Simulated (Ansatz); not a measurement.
# Exact exchange and the HOMO–LUMO gap of BHO2 (oxoborinic acid)

BHO2: 4 atoms, total charge 0, spin state singlet. SMILES: `O=BO`. The coordinates come from a PBE0-D4/def2-TZVP relaxation.

The HOMO–LUMO gap y, in eV, basis def2-TZVPP; a is the functional's share of exact exchange. Programs: Ansatz 0.2.0.

| functional | program | a | y (eV) |
| --- | --- | --- | --- |
| revPBE | Ansatz | 0 | 6.42 |
| r2SCAN | Ansatz | 0 | 7.45 |
| B3LYP | Ansatz | 0.2 | 8.24 |
| PBE0 | Ansatz | 0.25 | 8.91 |
| r2SCAN0 | Ansatz | 0.25 | ? |
| BHLYP | Ansatz | 0.5 | 11.00 |

Question: Fit y = c + s·a to the known rows and predict r2SCAN0.

Answer: 
1. Means of the 5 rows: a = 0.1900, y = 8.404.
2. Σ(Δa)² = 0.172, Σ(Δa·Δy) = 1.3917, so the slope is 1.3917/0.172 = 8.0913.
3. Intercept: 8.404 − (8.0913) × 0.1900 = 6.867. The largest residual of the fit is 0.58.
4. r2SCAN0: 6.867 + (8.0913) × 0.25 = 8.89 eV.

The run gave 9.58 eV, so the prediction is off by -0.69 eV, about the scatter of the fit. Exact exchange lowers occupied levels and raises empty ones. The rows mix families of semi-local functionals, which the line can't see.
